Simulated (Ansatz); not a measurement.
# NH₂Cl (triplet): the correlation ladder at distance Cl1–H2 along a hydrogen transfer = 1.470 Å, cc-pVDZ

How much of the correlation energy of NH₂Cl (triplet) does each wave-function method recover here?

The runs use Ansatz 0.2.0, Gaussian basis; cc-pVDZ, core rule «outside noble gas», up to 6 orbitals frozen.

Plan: UHF; CCSD(T) on ROHF; CCSD(T) on UHF; BCCD(T) on ROHF; CISD; CCSDT(Q) on ROHF; CCSDT(Q) on UHF; CASSCF and MRCISD+Q, 4 electrons in 4 orbitals; CASSCF and NEVPT2, 4 electrons in 4 orbitals; CASSCF and MRCISD+Q, 14 electrons in 10 orbitals; CASSCF and NEVPT2, 14 electrons in 10 orbitals.

5 further runs of the same task are left out: 5 that didn't finish.

### Step 1. What is computed

The geometry derives from fragments relaxed apart (PBE0/def2-TZVP) and kept rigid, so it is no stationary point. A hydrogen atom is moved between rigid fragments.

4 atoms, charge 0, spin multiplicity 3.

Atoms are counted from 1 here; the program's logs count them from 0.

Bond lengths: Cl1–H2 1.470 Å, H2–N3 1.183 Å, N3–H4 1.040 Å. Angles: Cl1–H2–N3 180.0°, H2–N3–H4 105.0°.

As a file:

```
Cl   -0.80789    0.01966    0.00000
H     0.66211    0.01966    0.00000
N     1.84511    0.01966    0.00000
H     2.11419   -0.98456    0.00000
```

### Step 2. UHF

Contents of in.yaml:

```yaml
crystal:
  periodic: [false, false, false]
  atoms:
    - {symbol: Cl, position_ang: [-0.807892, 0.019664, 0.000000]}
    - {symbol: H, position_ang: [0.662108, 0.019664, 0.000000]}
    - {symbol: N, position_ang: [1.845108, 0.019664, 0.000000]}
    - {symbol: H, position_ang: [2.114189, -0.984563, 0.000000]}
basis:
  gaussian: {orbitals: cc-pVDZ}
magnetization: {spin_polarized: true, initial_magnetization: 2}
hamiltonian: {xc: hf}
output: {orbitals: {seedname: orbitals}}
```

On the command line:

```sh
$ ansatz run in.yaml --threads 1 --pin off --events-out ev --progress --plain --max-ram 2393MiB
```

Further steps of the session: CCSD(T) on ROHF; CCSD(T) on UHF; BCCD(T) on ROHF; CISD; CCSDT(Q) on ROHF; CCSDT(Q) on UHF; CASSCF and MRCISD+Q, 4 electrons in 4 orbitals; CASSCF and NEVPT2, 4 electrons in 4 orbitals; CASSCF and MRCISD+Q, 14 electrons in 10 orbitals; CASSCF and NEVPT2, 14 electrons in 10 orbitals.

Before running them: what should the planned runs give, taken together? Wanted: UCCSDT(Q) below the RHF energy; RMP2 from UCCSDT(Q); UMP2 from UCCSDT(Q); RCCSD from UCCSDT(Q); RCCSD(T) from UCCSDT(Q); UCCSD(T) from UCCSDT(Q); RCCSDT(Q) from UCCSDT(Q); NEVPT2 valence from UCCSDT(Q); MRCISD+Q valence from UCCSDT(Q).

**Answer**, as computed:

| quantity | value |
| --- | --- |
| UCCSDT(Q) below the RHF energy | -8.8377 eV |
| RMP2 from UCCSDT(Q) | +1176.9 meV |
| UMP2 from UCCSDT(Q) | +1154.1 meV |
| RCCSD from UCCSDT(Q) | +226.1 meV |
| RCCSD(T) from UCCSDT(Q) | +40.3 meV |
| UCCSD(T) from UCCSDT(Q) | +38.7 meV |
| RCCSDT(Q) from UCCSDT(Q) | +1.5 meV |
| NEVPT2 valence from UCCSDT(Q) | +1423.0 meV |
| MRCISD+Q valence from UCCSDT(Q) | +40.2 meV |
| levels within 1 kcal/mol (43 meV) | RCCSD(T), UCCSD(T), BCCD(T), RCCSDT, UCCSDT, RCCSDT(Q), MRCISD+Q valence |
| T1 diagnostic | 0.039 |
| effectively unpaired electrons | 2.01 |

RCCSD(T) lands +40.3 meV from the yardstick (0.5 % of the correlation energy). One determinant dominates. Of the multireference levels listed MRCISD+Q valence comes nearest in total energy (+40.2 meV), which doesn't show that its space is the better one. These misses are within one basis, not against nature; the frozen cores of restricted and unrestricted runs differ, which can shift their rows.
